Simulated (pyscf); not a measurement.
Optimised with ωB97X-D3(BJ)/def2-SVP in PySCF.

Question: Estimate the classical barrier height and the reaction energy of `[SiH3]` [doublet] + `[CH3][GeH3]` → `[SiH3][CH2][GeH3]` + `[H]` [doublet] at ωB97M-D3(BJ)/def2-TZVP. The step runs on the doublet surface, breaks C–H and forms C–Si; take the separated reactants as zero.

Answer: ΔE‡ = 1.88 eV, ΔE = +0.72 eV. Zero-point energy shifts the barrier by -0.08 eV. It is a substitution at C, with an imaginary mode of 1355i cm⁻¹. This is the saddle that the search found; another between the same sides may lie lower. The angle at the attacked C is 178°. Elements up to Kr have no core potential and no relativistic terms here.
